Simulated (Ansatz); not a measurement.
# Gallium, alpha-Ga (Cmce): convergence with the plane-wave cutoff

Computed with Ansatz, PBE, scalar-relativistic PAW, on the relaxed cell (a = 4.622 Å, b = 7.746 Å, c = 4.546 Å; spin not included). Errors count from a run at 420 eV on a Γ-centred 11×11×9 mesh with Fermi-Dirac smearing of 0.1 eV, extrapolated to zero width. Fixed here: mesh 8×8×7, Fermi-Dirac width 0.1 eV. The pressure holds a Pulay correction and is unreliable far below the recommended cutoff. The SCF starts from atomic densities corrected by a trained network.

```tsv
cutoff (eV)	E(σ→0) error (meV/atom)	P (GPa)	SCF iterations
150	37349.4	1.90	8
200	8183.4	-0.57	8
250	1274.4	1.15	6
350	6.6	0.02	7
420	1.4	-0.03	7
500	0.1	-0.03	7
600	-0.1	-0.03	7
800	-0.2	-0.03	7
```

Q: What does the run at 300 give (cutoff)?

A: E(σ→0) error (meV/atom): 116.0; P (GPa): 0.26; SCF iterations: 7.

Within 5 meV/atom of the last row: from 420 eV on.
